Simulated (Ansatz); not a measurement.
# Anthracene C14H10

Level of theory: PBE-D4 (PAW; Ansatz, a program for electronic structure).

Numerical settings: plane-wave cutoff 500 eV, 4×4×4 k mesh, gaussian smearing 0.02 eV, scalar-relativistic PAW data made under PBE.

Cell (relaxed at this level):

```xyz
48
Lattice="8.4289 0.0000 -0.0160 0.0000 5.9624 0.0000 -6.4386 0.0000 9.0945" Properties=species:S:1:pos:R:3 pbc="T T T"
C     -1.6351     0.1907     3.3407
C     -0.8155     0.9592     2.5516
C     -0.3991     0.5027     1.2668
C      0.4295     1.2679     0.4371
C      7.5880     5.1651     0.8007
C      6.7380     4.3999     1.6491
C      6.3458     4.8804     2.8738
C     -5.5977     0.7973     8.2778
C      1.5608     4.6945     8.6414
C      2.3893     5.4597     7.8117
C     -4.7477     1.5625     7.4294
C      2.8058     5.0032     6.5270
C     -4.3555     1.0821     6.2048
C      3.6254     5.7718     5.7378
C     -0.5890     3.1719     5.7458
C      2.5793     2.7906     3.3327
C     -1.4086     3.9404     6.5349
C      3.3989     2.0220     2.5436
C     -1.8251     3.4839     7.8197
C      3.8154     2.4785     1.2588
C     -2.6536     4.2491     8.6494
C      4.6439     1.7133     0.4291
C     -1.3833     2.1839     8.2699
C      3.3736     3.7786     0.8087
C     -0.5333     1.4187     7.4214
C      2.5235     4.5438     1.6571
C     -0.1411     1.8991     6.1968
C      2.1314     4.0633     2.8818
H     -1.9412     0.5578     4.3202
H     -0.4729     1.9369     2.8902
H      0.7692     2.2471     0.7778
H      6.4017     3.4231     1.3054
H      5.6912     4.2795     3.5056
H      1.2211     3.7154     8.3008
H     -4.4114     2.5394     7.7731
H      2.4632     4.0255     6.1883
H     -3.7009     1.6829     5.5729
H      3.9315     5.4046     4.7584
H     -0.2830     3.5390     4.7663
H      2.2732     2.4234     4.3122
H     -1.7513     4.9181     6.1963
H      3.7415     1.0443     2.8823
H     -2.9933     5.2283     8.3087
H      4.9836     0.7342     0.7698
H     -0.1969     0.4418     7.7651
H      2.1872     5.5206     1.3134
H      0.5135     1.2983     5.5649
H      1.4768     4.6641     3.5136
```

```
Quantity                           Result
---------------------------  ------------
equilibrium volume per atom  9.51 Å³/atom
```

Computed values are for the static lattice.

The result took about 24 core-minutes (a rough figure).
